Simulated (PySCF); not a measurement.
Computed with PySCF and rigid-rotor harmonic-oscillator thermochemistry at 1 bar. The comparison is the NASA 1993 polynomial table, which mixes measured and estimated data. 6-31G* has spherical d functions here. All species are closed-shell singlets. B3LYP is the form with VWN-RPA correlation. The harmonic model lacks anharmonicity and excited electronic states, which grow with temperature; levels with a mode under 35 cm⁻¹ are left out. The table's entry may be an old estimate for SF2 (not checked at source).

Harmonic frequencies at B3LYP/6-31G* (cm⁻¹): 322, 822, 830. Point group C2v; S°(298 K) = 258.9 J/mol/K at this level.

### Question
Work out Cp and S° of gaseous SF2 at 500, 800, 1200, 1600, 2000 K from these, and set them beside the table.

### Answer
```csv
T (K),Cp B3LYP/6-31G*,Cp table,S° B3LYP/6-31G*,S° table
500,51.6,51.5,284.0,282.7
800,55.2,55.2,309.2,307.9
1200,56.8,56.7,331.9,330.6
1600,57.4,57.4,348.4,347.0
2000,57.7,57.7,361.2,359.9
```
Units J/mol/K.
